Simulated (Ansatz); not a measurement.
# ClHSSi: energy of protonation at one site in Python

Wanted for ClHSSi: the energy of protonation at one site.

Program: Ansatz 0.2.0, driven from Python. Level of theory: PBE0/def2-SVP. These are calculated values, not measurements.

### Step 1. The structure

Bond lengths: S1–Si2 2.101 Å, Si2–Cl3 2.017 Å, S1–H4 1.318 Å. Angles: S1–Si2–Cl3 107.1°, Si2–S1–H4 98.8°.

The script holds or builds the structure itself.

### Step 2. The code

The input, pa.py:

```python
"""Adding a proton to ClHSSi."""

import logging
import sys

import ansatz
from ase import Atoms
import numpy as np

logging.basicConfig(stream=sys.stdout, format="%(levelname)s %(message)s")
log = logging.getLogger("calc")
log.setLevel(logging.INFO)

atoms = Atoms(["S", "Si", "Cl", "H"], positions=[
    [-0.1646, 0.9556, -0.6123],
    [-0.1173, -0.8568, 0.4488],
    [1.7811, -1.1284, 1.0726],
    [-1.4437, 0.9693, -0.9293],
])
mol = ansatz.Crystal.molecule_from_ase(atoms)

calc = (
    mol.calculation()
    .basis(gaussian="def2-SVP")  # the orbital basis, by name
    .functional("PBE0")
)
symbols = [site.symbol for site in mol.cartesian_sites]
start = np.array([site.position_ang for site in mol.cartesian_sites], dtype=float)
rep = calc.relax(force_tolerance=0.01).run(threads=1).report
end = np.array(rep["positions_ang"])

# put the proton on the side away from the neighbours, slightly off axis
away = sum((end[0] - end[j]) / np.linalg.norm(end[0] - end[j]) for j in [1, 3]) + np.array([0.15, 0.1, -0.2])
proton = end[0] + 1.4 * away / np.linalg.norm(away)
acid = ansatz.Crystal.molecule()
for symbol, place in zip(symbols, end):
    acid = acid.atom(symbol, place.tolist())
acid = acid.atom("H", proton.tolist())
protonated = acid.calculation()
protonated = protonated.basis(gaussian="def2-SVP")
protonated = protonated.functional("PBE0").charge(1)
protonated = protonated.relax(force_tolerance=0.01, max_steps=80)
after = protonated.run(threads=1).report
xyz = np.array(after["positions_ang"])
reach = np.linalg.norm(xyz[:-1] - xyz[-1], axis=1)
log.info(f"base {rep['free_energy_ev']:.5f} eV, protonated {after['free_energy_ev']:.5f} eV")
log.info(f"the proton ends {reach.min():.3f} A from {symbols[reach.argmin()]}{reach.argmin()}")
log.info(f"electronic proton affinity {23.060548 * (rep['free_energy_ev'] - after['free_energy_ev']):.1f} kcal/mol")
```

### Step 3. The run

Started as:

```sh
$ python pa.py
```

Output:

```text
INFO base -31232.12058 eV, protonated -31239.97949 eV
INFO the proton ends 1.357 A from S0
INFO electronic proton affinity 181.2 kcal/mol
```

It took 32 s on 1 thread of Arm Neoverse V1, shared host; peak memory 0.21 GiB.

### Step 4. What the script built

Run 2 starts from these 5 atoms:

```xyz
5

S    -0.096    0.951   -0.591
Si   -0.227   -0.918    0.459
Cl    1.789   -1.045    1.025
H    -1.411    0.952   -0.913
H     0.943    1.802   -0.987
```

### Step 5. What each run gave

From the records of these 2 runs:

| run | system | energy (eV) | SCF cycles in all | CPU time (s) |
| --- | --- | --- | --- | --- |
| 1 | ClHSSi | -31232.1206 | 56 | 10 |
| 2 | ClH2SSi, charge +1 | -31239.9795 | 92 | 22 |

Totals carry meaning only in balanced differences at one level of theory.

### Step 6. The relaxation of run 1, step by step

The steps of the relaxation:

```csv
step,energy from step 1 (eV),largest force component (eV/Å)
1,0.0000,2.1698
2,-0.0947,0.7835
3,-0.2031,0.1040
4,-0.2037,0.0431
5,-0.2037,0.0119
6,-0.2037,0.0004
```

Step 1 is the start.

Before: Bond lengths: S1–Si2 2.101 Å, Si2–Cl3 2.017 Å, S1–H4 1.318 Å. Angles: S1–Si2–Cl3 107.1°, Si2–S1–H4 98.8°.

After: Bond lengths: S1–Si2 2.147 Å, Si2–Cl3 2.098 Å, S1–H4 1.354 Å. Angles: S1–Si2–Cl3 97.2°, Si2–S1–H4 93.3°.

### Step 7. Path of the relaxation of run 2

The steps of the relaxation:

```
step  energy from step 1 (eV)  largest force component (eV/Å)
   1                   0.0000                          1.6594
   2                  -0.5494                          1.0508
   3                  -0.7803                          1.1155
   4                  -0.9354                          1.0061
   5                  -1.0548                          0.7516
   6                  -1.0042                          2.1094
   7                  -1.1220                          0.6319
   8                  -1.1347                          0.3400
   9                  -1.1391                          0.0213
  10                  -1.1394                          0.0156
  11                  -1.1395                          0.0081
```

Step 1 is the start. Step 6 was tried and not accepted.

Before: Bond lengths: S1–Si2 2.147 Å, Si2–Cl3 2.098 Å, S1–H4 1.354 Å, S1–H5 1.400 Å. Angles: S1–Si2–Cl3 97.2°, Si2–S1–H4 93.3°, Si2–S1–H5 135.5°, H4–S1–H5 130.7°.

After: Bond lengths: S1–Si2 2.545 Å, Si2–Cl3 2.024 Å, S1–H4 1.357 Å, S1–H5 1.357 Å. Angles: S1–Si2–Cl3 93.9°, Si2–S1–H4 99.6°, Si2–S1–H5 99.9°, H4–S1–H5 95.1°.

### Step 8. Results

```
                             quantity           value
           electronic proton affinity  181.2 kcal/mol
                        runs compared               2
     moves of the relaxation of run 1               5
               energy gained in run 1        0.204 eV
last largest force component of run 1     0.0004 eV/Å
     moves of the relaxation of run 2               9
               energy gained in run 2        1.139 eV
last largest force component of run 2     0.0081 eV/Å
```

**Reading.** Run 1: After 5 moves the largest shift is 0.126 Å, of atom 2 (Si). Run 2: The relaxation took 9 moves; the largest shift is 0.553 Å, of atom 1 (S). The proton is put on one chosen atom, which needn't be the most basic site, so the molecule's proton affinity can be higher; the ends are stationary points, not checked by frequencies, and zero-point and thermal terms count only where printed.
